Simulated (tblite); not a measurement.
Species: C4H5ClF (doublet state).
Z-matrix (Å and degrees, GFN2-xTB geometry), rows numbered from 1:
```
C 
C   1  1.4272
C   2  1.5421  1  120.81
Cl  3  1.7475  2  118.87  1   138.99
C   3  1.4883  2   60.45  1  -110.65
F   5  1.3536  2  117.33  3   110.11
H   1  1.0703  2  120.52  3  -141.73
H   1  1.0724  2  120.49  3    36.12
H   2  1.0831  1  116.32  3   144.91
H   3  1.0813  2  117.97  5   108.05
H   5  1.0840  2  120.51  3  -110.04
```

Level: GFN2-xTB in tblite, geometry and Hessian alike; calculated harmonic values, unscaled, isolated species. Errors from tens to a few hundred cm⁻¹ against measured bands are possible. One conformer, not necessarily the lowest. Open shells enter through the occupations alone, without spin polarisation, and single modes of such species can be off by tens of per cent.

Harmonic wavenumbers (cm⁻¹): 149.6, 211.5, 233.0, 253.0, 304.9, 430.4, 527.5, 534.9, 734.7, 779.8, 859.5, 939.4, 966.6, 1005.1, 1045.4, 1105.2, 1178.5, 1196.5, 1217.2, 1265.7, 1362.4, 1409.1, 3029.6, 3045.1, 3065.7, 3146.5, 3196.0.

A = 3962, B = 2287, C = 1607 MHz; mass 107.006 u (most abundant isotopes); point group C1, symmetry number 1; spin multiplicity 2.

Question: What is the zero-point energy?

Answer: Half the sum of the wavenumbers: 16596 cm⁻¹ = 47.45 kcal/mol.

Question: Give the ideal-gas entropy at 500 K and 1 bar in the rigid-rotor, harmonic-oscillator model (classical rotation).

Answer: Translation 42.51, rotation 29.03, vibration 24.76, spin (R ln 2) 1.38: S = 97.7 cal/(mol K).

Question: And Cp and H(500 K) − H(0)?

Answer: Cp = 36.07 cal/(mol K), of which vibrations give 28.12 (their classical limit is 27 R = 53.7); H(500 K) − H(0) = 11.04 kcal/mol without the zero-point energy, 7.06 from vibrations.

Question: What must be added to the electronic energy to get the Gibbs energy at 500 K and 1 bar?

Answer: ZPE + [H(500 K) − H(0)] − T·S = 47.45 + 11.04 − 48.84 = 9.65 kcal/mol.

Question: Blend soft modes into free rotors: weight 1/[1 + (100 cm⁻¹/ν̃)⁴] for the oscillator and the rest for a rotor with moment μB/(μ + B), μ = h/(8π²ν), B = 10⁻⁴⁴ kg m². What vibrational entropy results?

Answer: 24.61 cal/(mol K) in place of 24.76, which changes −T·S at 500 K by +0.07 kcal/mol.

Question: How do the functions run with temperature in this model?

Answer: 
```json
{"T (K)": "50", "S (cal/(mol K))": "54.8", "Cp (cal/(mol K))": "8.8", "H − H(0) (kcal/mol)": "0.41", "G − H(0) (kcal/mol)": "-2.34", "ln q(vib)": "0.02"}
{"T (K)": "100", "S (cal/(mol K))": "62.1", "Cp (cal/(mol K))": "12.6", "H − H(0) (kcal/mol)": "0.94", "G − H(0) (kcal/mol)": "-5.27", "ln q(vib)": "0.25"}
{"T (K)": "298.15", "S (cal/(mol K))": "81.8", "Cp (cal/(mol K))": "25.5", "H − H(0) (kcal/mol)": "4.75", "G − H(0) (kcal/mol)": "-19.65", "ln q(vib)": "2.53"}
{"T (K)": "373.15", "S (cal/(mol K))": "88.0", "Cp (cal/(mol K))": "30.0", "H − H(0) (kcal/mol)": "6.83", "G − H(0) (kcal/mol)": "-26.02", "ln q(vib)": "3.56"}
{"T (K)": "750", "S (cal/(mol K))": "113.9", "Cp (cal/(mol K))": "43.9", "H − H(0) (kcal/mol)": "21.12", "G − H(0) (kcal/mol)": "-64.33", "ln q(vib)": "8.85"}
{"T (K)": "1000", "S (cal/(mol K))": "127.3", "Cp (cal/(mol K))": "48.6", "H − H(0) (kcal/mol)": "32.72", "G − H(0) (kcal/mol)": "-94.53", "ln q(vib)": "12.10"}
```

q(vib) and H(0) count from the zero-point level.

Question: Which modes carry the vibrational entropy at 500 K?

Answer: 149.6 cm⁻¹: 3.68; 211.5 cm⁻¹: 3.00; 233.0 cm⁻¹: 2.82; 253.0 cm⁻¹: 2.66; 304.9 cm⁻¹: 2.31; 430.4 cm⁻¹: 1.68 cal/(mol K); the other 21 give 8.61 together.

Hindered rotation and anharmonicity are outside this model. Other conformers, if any are populated, would add a mixing term that is left out. The structure is chiral; the term R ln 2 for an equal mix with its mirror image is left out.
